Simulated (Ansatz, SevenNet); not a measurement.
Ladder of methods for the elastic constant C66 of tetradymite Bi2Te3

Reference value: 23.4 GPa (measured, temperature not stated, no zero-point or thermal correction; as tabulated in Oses et al. (2018), arXiv:1811.08464).

Problem. Put these levels in order of the elastic constant C66 that they give for tetradymite Bi2Te3, smallest first: LDA (Ansatz, an electronic-structure program), PBE (Ansatz), PBE-D3(BJ) (Ansatz), SevenNet-l3i5.

Solution. SevenNet-l3i5 (14.9 GPa), PBE (20.6 GPa), PBE-D3(BJ) (28.2 GPa), LDA (29.6 GPa)

Unless a cell is named, each level is at its own relaxed cell (SevenNet-l3i5 36.40, LDA 32.68, PBE 36.63, PBE-D3(BJ) 33.66 Å³/atom).

Differences against the reference: SevenNet-l3i5 -36 %, LDA +26 %, PBE -12.0 %, PBE-D3(BJ) +21 %.

The reference isn't brought to a static lattice, while the calculations are for one, so the differences are not the levels' errors alone.  Density-functional levels without +SOC have no spin–orbit coupling. PBE: the cell comes from a level without a dispersion term, which matters for the spacing of layers, chains or molecules. PBE-D3(BJ): the dispersion coefficients are held fixed in the derivatives. LDA: LDA has no dispersion term either, though it tends to give short spacings of layers, chains or molecules. Each level is taken at its own relaxed cell. Ansatz's density-functional and Hartree–Fock values are scalar-relativistic unless marked +SOC, with PAW data made under PBE.

Machine-learned potentials (SevenNet-l3i5) are trained on DFT data: a solid inside that data is no test of them.

Differences are worked out from the printed values.
